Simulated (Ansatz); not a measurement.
Basis-set extrapolation for `C#C[SiH2]` radical (PBE0-D4/def2-TZVP geometry, frozen core, the Gaussian-basis code of Ansatz). Multiplicity 2, UHF reference.

```tsv
	def2-TZVPP	def2-QZVPP
HF	-366.357038	-366.369020
MP2 correlation	-0.395044	-0.421909
CCSD(T) correlation	-0.449208	not run
```

Energies in hartree. Use E(X) = E(∞) + A·exp(−7.88·√X) for Hartree–Fock and E(X) = E(∞) + B·X^(−2.97) for correlation, with X = 3 and 4, and add CCSD(T) minus MP2 of the smaller set to the MP2 limit.

Question: What is the CCSD(T) energy at the basis-set limit?

Answer: HF limit: -366.369020 + (-0.011982) × 0.13774 = -366.37067. MP2 limit: -0.421909 + (-0.026865) × 0.74074 = -0.44181. Higher-order term: -0.449208 − (-0.395044) = -0.05416. Total: -366.86664 hartree, 158.6 kJ/mol below CCSD(T)/def2-TZVPP.
